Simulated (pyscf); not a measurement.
H₃C–SnH₃ + SnH₃• → H₃Sn–SnH₃ + CH₃• (substitution at Sn; doublet surface; C–Sn broken, Sn–Sn formed). Structures and frequencies: ωB97X-D3(BJ)/def2-SVP in PySCF. Energies in kcal/mol from the separated reactants.

```json
[
 {"level": "ωB97X-D3(BJ)/def2-TZVP", "barrier": "11.9", "reaction energy": "+4.7"},
 {"level": "r²SCAN/def2-TZVP", "barrier": "?", "reaction energy": "?"},
 {"level": "B3LYP-D3(BJ)/def2-TZVP", "barrier": "?", "reaction energy": "+9.8"},
 {"level": "PBE0-D3(BJ)/def2-TZVP", "barrier": "13.4", "reaction energy": "+9.9"},
 {"level": "M06-2X/def2-TZVP", "barrier": "23.4", "reaction energy": "+18.5"},
 {"level": "ωB97M-D3(BJ)/def2-TZVP", "barrier": "20.8", "reaction energy": "+12.6"}
]
```

Fill in the missing entries.


- r²SCAN/def2-TZVP, barrier: 12.2
- r²SCAN/def2-TZVP, reaction energy: +8.6
- B3LYP-D3(BJ)/def2-TZVP, barrier: 13.9

The functionals in the table span 11.5 kcal/mol in this barrier, from ωB97X-D3(BJ) to M06-2X. One saddle was located; it need not be the lowest between these sides. The angle at the attacked Sn is 180°. Elements past Kr carry the def2 core potentials, without spin-orbit coupling.
